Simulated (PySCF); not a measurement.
Compound: C₄H₆ (triplet state).
SMILES with atom numbers: `[CH2:1]=[CH:2][C:3][CH3:4]` (hydrogens: H5, H6 on C1; H7 on C2; H8, H9, H10 on C4)

Cartesian coordinates in Å at the GFN2-xTB level; atoms count from 1:
```xyz
10
C4H6 angstrom
C     -1.699   -0.152   -0.078
C     -0.748    0.775    0.306
C      0.588    0.646    0.186
C      1.583   -0.292   -0.297
H     -2.747    0.041    0.060
H     -1.415   -1.088   -0.525
H     -1.118    1.697    0.748
H      2.189    0.165   -1.084
H      2.258   -0.589    0.510
H      1.118   -1.198   -0.705
```

The hyperfine couplings belong to this conformer and change with its torsions.

Theory: UKS B3LYP, pcH-1 on C H, non-relativistic, mean-field spin-orbit, GIAO in PySCF. One conformer (not necessarily the lowest) at the GFN2-xTB geometry, without solvent, vibrations or thermal averaging. This triplet need not be the ground state; the singlet was not compared here. The geometry wasn't refined by DFT: couplings that depend on bond lengths, twists or pyramidal angles can differ widely from those at the functional's own minimum. The SCF solution wasn't tested for stability.

Principal values of hyperfine tensors in MHz (contact and dipolar terms together), for some of the nuclei:

```
atom  isotope      A1      A2      A3  alike by the symmetry of this geometry
  C3      13C  121.15  199.69  234.18                                    none
 H10       1H   67.61   70.54   78.06                                    none
  C1      13C   34.22   40.56  113.31                                    none
  H7       1H   43.52   47.76   57.55                                    none
  H8       1H   39.66   40.63   53.31                                      H9
  H6       1H  -32.57  -25.34   -9.52                                    none
  C2      13C  -37.51  -14.98   -4.85                                    none
  C4      13C   -2.61   -2.01    5.59                                    none
```

Question: Split each tensor into its isotropic and traceless parts, and turn a_iso into mT with g = 2.0024.

Answer: a_iso is a third of the trace, T = A − a_iso, and a(mT) = a(MHz)/(g × 13.996).

| atom | a_iso (MHz) | a_iso (mT) | T1 | T2 | T3 |
| --- | --- | --- | --- | --- | --- |
| C3 | 185.01 | 6.601 | -63.85 | 14.68 | 49.17 |
| H10 | 72.07 | 2.572 | -4.46 | -1.53 | 5.99 |
| C1 | 62.70 | 2.237 | -28.48 | -22.14 | 50.62 |
| H7 | 49.61 | 1.770 | -6.09 | -1.85 | 7.94 |
| H8 | 44.53 | 1.589 | -4.88 | -3.90 | 8.78 |
| H6 | -22.48 | -0.802 | -10.09 | -2.87 | 12.95 |
| C2 | -19.11 | -0.682 | -18.40 | 4.13 | 14.27 |
| C4 | 0.32 | 0.012 | -2.94 | -2.33 | 5.27 |

Question: What spin density at the nucleus of H10 lies behind its contact coupling (g_N = 5.58569)?

Answer: a_FC = (2μ0/3) gₑ μB g_N μN ρ(0)/(2S·h) = 800.24 MHz × g_N × ρ(0)/(2S), with ρ in bohr⁻³. With a_FC = 72.07 MHz and 2S = 2, ρ(0) = 0.03225 bohr⁻³. In magnitude that is 10.1 % of the 1/π = 0.318 of a free hydrogen atom.

Question: H5 (1H, g_N = 5.58569) isn't in the table. Its spin density at the nucleus is -0.007427 bohr⁻³. What is its contact coupling?

Answer: By the same relation, a_FC = -16.60 MHz. Its full tensor has the principal values -30.18, -18.23, -1.39 MHz.

Question: Name the largest traceless tensor T of the table and describe it.

Answer: C3: -63.9, 14.7, 49.2 MHz, rhombic: the two smaller values differ by 54 % of the largest.
